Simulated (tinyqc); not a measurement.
Worked calculation: extended Hueckel theory, for CH3. One step of it, computed by the program tinyqc.

Question. Wolfsberg-Helmholz matrix. H_ij = K' S_ij (H_ii + H_jj)/2 for i != j (the diagonal keeps H_ii), with K' = 1.75.

overlap S:
```
           1C 2s     1C 2px     1C 2py     1C 2pz      2H 1s      3H 1s      4H 1s
1C 2s   1.000000   0.000000   0.000000   0.000000   0.475578   0.475553   0.475553
1C 2px  0.000000   1.000000   0.000000   0.000000   0.480887  -0.240426  -0.240426
1C 2py  0.000000   0.000000   1.000000   0.000000   0.000000   0.416452  -0.416452
1C 2pz  0.000000   0.000000   0.000000   1.000000  -0.005152  -0.005152  -0.005152
2H 1s   0.475578   0.480887   0.000000  -0.005152   1.000000   0.113572   0.113572
3H 1s   0.475553  -0.240426   0.416452  -0.005152   0.113572   1.000000   0.113558
4H 1s   0.475553  -0.240426  -0.416452  -0.005152   0.113572   0.113558   1.000000
```

diagonal H_ii (eV): 1C 2s -21.400000, 1C 2px -11.400000, 1C 2py -11.400000, 1C 2pz -11.400000, 2H 1s -13.600000, 3H 1s -13.600000, 4H 1s -13.600000

K = 1.750000

Give: H.

Answer.

H (eV):
```
           1C 2s    1C 2px    1C 2py    1C 2pz     2H 1s     3H 1s     4H 1s
1C 2s   -21.4000    0.0000    0.0000    0.0000  -14.5646  -14.5638  -14.5638
1C 2px    0.0000  -11.4000    0.0000    0.0000  -10.5194    5.2593    5.2593
1C 2py    0.0000    0.0000  -11.4000    0.0000    0.0000   -9.1099    9.1099
1C 2pz    0.0000    0.0000    0.0000  -11.4000    0.1127    0.1127    0.1127
2H 1s   -14.5646  -10.5194    0.0000    0.1127  -13.6000   -2.7030   -2.7030
3H 1s   -14.5638    5.2593   -9.1099    0.1127   -2.7030  -13.6000   -2.7027
4H 1s   -14.5638    5.2593    9.1099    0.1127   -2.7030   -2.7027  -13.6000
```
